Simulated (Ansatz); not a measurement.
System: C2H5, charge 0, doublet. C2H5 (SMILES [CH2]C, doublet).
B3LYP-D3(BJ)/def2-TZVP minimum from Ansatz (an electronic-structure program):
```
C
H 1 1.0926
H 1 1.0926 2 108.27
H 1 1.1011 2 106.35 3 113.94
C 1 1.4831 2 111.85 4 122.36
H 5 1.0812 1 120.96 2 154.81
H 5 1.0812 6 117.62 1 -172.29
```
Charge 0, spin multiplicity 2.

Total energies in aug-cc-pVDZ, 13 correlated electrons, 2 frozen orbitals. Open shells are spin-unrestricted; no spin-orbit coupling. Cores are frozen in correlated methods. No relativity.

| method | program | energy (Eh) | minus CCSDT(Q) (mEh) |
|---|---|---|---|
| HF | Ansatz | -78.60689 | 324.90 |
| MP2 | Ansatz | -78.88537 | 46.42 |
| CCSD | Ansatz | -78.92201 | 9.78 |
| CCSD(T) | Ansatz | -78.93062 | 1.17 |
| CCSDT(Q) | Ansatz | -78.93179 | 0.00 |

Rough core times of Ansatz's runs on a shared machine: CCSD(T) under 20 s, CCSDT(Q) 20 min.
